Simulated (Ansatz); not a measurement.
**CF⁺, triplet: the ladder up to UCCSDT(Q)**

Geometry: a PBE0/def2-TZVP stationary point for this spin. The singlet lies 4.7 eV lower here.

```xyz
2

C     0.0000    0.0000    0.0000
F     0.0000    0.0000    1.2067
```

Basis cc-pVTZ; Ansatz 0.2.0. Only valence electrons are correlated (noble-gas cores frozen), which leaves 10 electrons in 58 orbitals. Prefix R: restricted or restricted open-shell reference; prefix U: unrestricted. Active spaces: valence = (10e, 8o) chosen from the atoms' valence shells.

Full CI isn't at hand for all of this; UCCSDT(Q) serves as the reference, and is uncertain by about the last step of the cluster series. The frozen core follows each run's orbitals, which can shift R against U totals by a few meV.

For open shells CISD is restricted-active-space CI with the open shells as a complete middle space.

The UHF ⟨S²⟩ is 2.011, the T1 diagnostic (RCCSD) is 0.0295 and the largest doubles amplitude (RCCSD) is 0.055. The T1 diagnostic (UCCSD) is 0.0240.

| level | E − E(RHF) (eV) |
| --- | --- |
| UHF | -0.0856 |
| RMP2 | -8.5557 |
| UMP2 | -8.5838 |
| RCCSD | -8.7487 |
| UCCSD | -8.7495 |
| RCCSD(T) | -9.0742 |
| UCCSD(T) | -9.0739 |

Question: Estimate how far UCCSDT(Q) in cc-pVTZ lies from RCCSD(T). The table doesn't fix it; the size of (T) and the diagnostics are the guide.

Answer: UCCSDT(Q) in cc-pVTZ lies 31 meV below RCCSD(T), which is 10 % of the (T) step (-326 meV). The diagnostics are small and one determinant leads, so the series closes fast and only a small part of (T) is left.

The other levels:

```json
{"level": "CISD", "E − E(UCCSDT(Q)) (meV)": "743", "share of correlation (%)": "91.84", "wall time": "3.3 s"}
{"level": "BCCD(T)", "E − E(UCCSDT(Q)) (meV)": "31", "share of correlation (%)": "99.66", "wall time": "2 s"}
{"level": "RCCSDT", "E − E(UCCSDT(Q)) (meV)": "14", "share of correlation (%)": "99.85", "wall time": "–"}
{"level": "UCCSDT", "E − E(UCCSDT(Q)) (meV)": "14", "share of correlation (%)": "99.85", "wall time": "–"}
{"level": "RCCSDT(Q)", "E − E(UCCSDT(Q)) (meV)": "9", "share of correlation (%)": "99.90", "wall time": "74 s"}
{"level": "CASSCF (valence space)", "E − E(UCCSDT(Q)) (meV)": "6871", "share of correlation (%)": "24.54", "wall time": "–"}
{"level": "NEVPT2 (valence space)", "E − E(UCCSDT(Q)) (meV)": "973", "share of correlation (%)": "89.31", "wall time": "1.9 s"}
{"level": "MRCISD (valence space)", "E − E(UCCSDT(Q)) (meV)": "352", "share of correlation (%)": "96.13", "wall time": "–"}
{"level": "MRCISD+Q (valence space)", "E − E(UCCSDT(Q)) (meV)": "67", "share of correlation (%)": "99.26", "wall time": "3.2 s"}
```

The correlation energy at UCCSDT(Q), counted from RHF, is -9.105 eV. That run took 67 s on 1 thread of Arm Neoverse V2, shared host.

Times hold each run's SCF and search for its determinant on a shared host, so for small cases they say little of a method's own cost; they ran on 1 thread of Arm Neoverse V2.

Natural occupations of CASSCF (valence space) about the gap: 1.993 1.975 1.963 1.007 1.002 0.038 0.024; effectively unpaired electrons, Σ n²(2−n)², 2.02.
